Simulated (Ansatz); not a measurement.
`FC(F)(F)[S]` radical. The species carries charge 0 and has multiplicity 2.

```xyz
5

F     1.265    0.255    0.449
C     0.010    0.043    0.062
F    -0.486    1.190   -0.405
F    -0.681   -0.302    1.146
S    -0.109   -1.186   -1.251
```

Q: What are the harmonic wavenumbers in cm⁻¹ at PBE0-D4/def2-TZVP (Ansatz, finite differences of forces, unscaled)? (Best estimate.)

A: The calculation gave: 199, 293, 457, 543, 544, 777, 1138, 1179, 1191.

Q: Is this a minimum?

A: Yes, all 9 modes are real.
